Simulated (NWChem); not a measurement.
# Ionisation of CH₃

```
C
H 1 1.0908
H 1 1.0908 2 120.00
H 1 1.0908 2 120.00 3 180.00
```
Charge 0, spin multiplicity 2.

Program: NWChem. The geometry was optimised at UB3LYP/def2-SVP, a minimum by its harmonic frequencies.

Basis set: def2-TZVP. The species with one electron less has spin multiplicity 1 and keeps the geometry of the parent. Δ marks differences of total energies (open shells unrestricted). −ε marks an orbital energy of the parent. That orbital need not have the symmetry of the hole or added electron in the Δ rows. That singlet is a closed-shell solution.

The correlated methods keep 1 core orbital frozen. B3LYP has NWChem's definition, with VWN1-RPA local correlation. The structure started from a generated list of species. The unpaired electrons of the parent sit in orbitals of symmetry b2 (C2v labels of the run); other states weren't searched. The stability of the SCF solutions was not checked.

Q: One of these methods gave a first vertical ionisation energy of 6.45 eV. Which?
A. −ε(alpha HOMO) of B3LYP
B. G0W0@PBE
C. ΔPBE
D. ΔB2PLYP

A: A, −ε(alpha HOMO) of B3LYP. The others give 9.73 (ΔB2PLYP), 9.08 (G0W0@PBE), 10.00 (ΔPBE).
